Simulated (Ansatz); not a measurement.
Geometry optimisation, RKS PBE/def2-SVP (Ansatz 0.2.0).

The input (input.yaml):

```yaml
crystal:
  periodic: [false, false, false]
  atoms:
    - { symbol: Al, position_ang: [-0.987079, 0.0, 0.454326] }
    - { symbol: H, position_ang: [1.577515, 0.0, 1.475905] }
    - { symbol: Cl, position_ang: [2.443069, 0.0, 0.453322] }
    - { symbol: Cl, position_ang: [-1.666705, 0.0, -1.594353] }
basis:
  gaussian: { orbitals: def2-SVP }
hamiltonian:
  xc: pbe
relax:
  f_tol: 0.03
  max_steps: 50
output:
  orbitals: {}
```

Command:

```bash
$ ansatz run input.yaml --threads 1 --pin off --max-ram 2048MiB --backend cpu --events-out ev --progress --plain --runs-dir out
```

Problem. Where does it end, and by what steps?

Solution. It converged. After 9 steps the energy has fallen by 0.052 eV; H2 moved furthest, 0.49 Å.

```csv
step,energy less start (eV),largest force component (eV/Å),accepted
0,0.0000,0.685,yes
1,-0.0140,0.595,yes
2,-0.0159,0.930,yes
3,-0.0400,0.317,yes
4,-0.0302,0.540,no
5,-0.0477,0.151,yes
6,-0.0500,0.054,yes
7,-0.0513,0.036,yes
8,-0.0514,0.059,yes
9,-0.0517,0.006,yes
```

```xyz
4
Properties=species:S:1:pos:R:3
Al -1.227 0.000 0.482
H 2.038 0.000 1.641
Cl 2.025 0.000 0.342
Cl -1.469 0.000 -1.675
```

Whether the end is a true minimum wasn't checked by a vibrational analysis.

The run took 13 s on 1 thread of Arm Neoverse V1, with other jobs on the host, peak memory 0.11 GiB.
